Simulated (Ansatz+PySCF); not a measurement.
Results of a calculation; reference values are marked as such.
Input for Ansatz (development build ahead of 0.2.0):

```yaml
crystal:
  periodic: [false, false, false]
  atoms:
    - { symbol: C, position_ang: [0.0, -0.12157, -1.06016] }
    - { symbol: C, position_ang: [0.0, 0.29912, 0.30122] }
    - { symbol: O, position_ang: [0.0, -0.74591, 1.17476] }
    - { symbol: H, position_ang: [0.0, -0.35739, 2.06129] }
    - { symbol: H, position_ang: [0.0, -1.17063, -1.32072] }
    - { symbol: H, position_ang: [0.0, 0.63883, -1.82706] }
    - { symbol: O, position_ang: [0.0, 1.45754, 0.67068] }
basis:
  gaussian: { orbitals: cc-pVTZ }
magnetization:
  initial_magnetization: 1
hamiltonian:
  xc: hf
correlation:
  method: mp2
  frozen_orbitals: { C: 1, H: 0, O: 1 }
output:
  forces: true
```

The input is written out in the form of the current development build from the run's settings. Correlation on restricted open-shell orbitals is semicanonical, with singles.

Output:

- Converged: yes
- Reference energy: -227.26808 hartree
- Correlation energy: -0.76915 hartree
- Total energy: -228.03723 hartree
- Spin squared of the determinant: 0.750
- Stability test: minimum among restricted orbitals
- Occupied orbitals by symmetry in an Abelian subgroup (alpha; beta): 13 A' 3 A''; 13 A' 2 A''

Forces (eV/Å):
| atom | Fx | Fy | Fz |
| --- | --- | --- | --- |
| C1 | 0.000 | -0.338 | -0.962 |
| C2 | 0.000 | 0.173 | 0.915 |
| O3 | 0.000 | -0.097 | -0.069 |
| H4 | 0.000 | 0.076 | -0.079 |
| H5 | 0.000 | 0.182 | 0.042 |
| H6 | 0.000 | -0.130 | 0.126 |
| O7 | 0.000 | 0.133 | 0.026 |
